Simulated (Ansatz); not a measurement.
System: HS, charge 0, multiplicity 2. 
Coordinates optimised at B3LYP-D3(BJ)/def2-TZVP (Ansatz, a first-principles code):
SMILES: [SH]
```xyz
2

S      0.0000     0.0000    -0.0793
H      0.0000     0.0000     1.2681
```
Charge 0, spin multiplicity 2.

Computed values are from Ansatz. Cores are frozen in the correlated levels unless marked. UHF or UKS for open shells. Spin-orbit coupling is left out. Non-relativistic. CBS(X,Y): correlation extrapolated as X^-3; Hartree-Fock from the larger set (for Q and 5 zeta extrapolated as (X+1)exp(-9√X)).

- atomisation energy De: 366.1 kJ/mol at CCSD(T)/CBS(cc-pV(Q+d)Z,cc-pV(5+d)Z)
- vertical ionisation energy (to the triplet): 10.42 eV at CCSD(T)/CBS(aug-cc-pV(T+d)Z,aug-cc-pV(Q+d)Z)
- vertical electron affinity (to the singlet; negative means unbound): 2.36 eV at CCSD(T)/CBS(aug-cc-pV(T+d)Z,aug-cc-pV(Q+d)Z)
- total energy: -398.3149 Eh at CCSD(T)/CBS(cc-pV(Q+d)Z,cc-pV(5+d)Z)
- dipole moment: 0.76 D at CCSD(T)/aug-cc-pV(D+d)Z
- T1 diagnostic: 0.012 at CCSD/cc-pV(5+d)Z
- measured enthalpy of formation, 298 K: 143.1 kJ/mol (G2/97 table in ASE (Curtiss et al.); older table, unchecked)
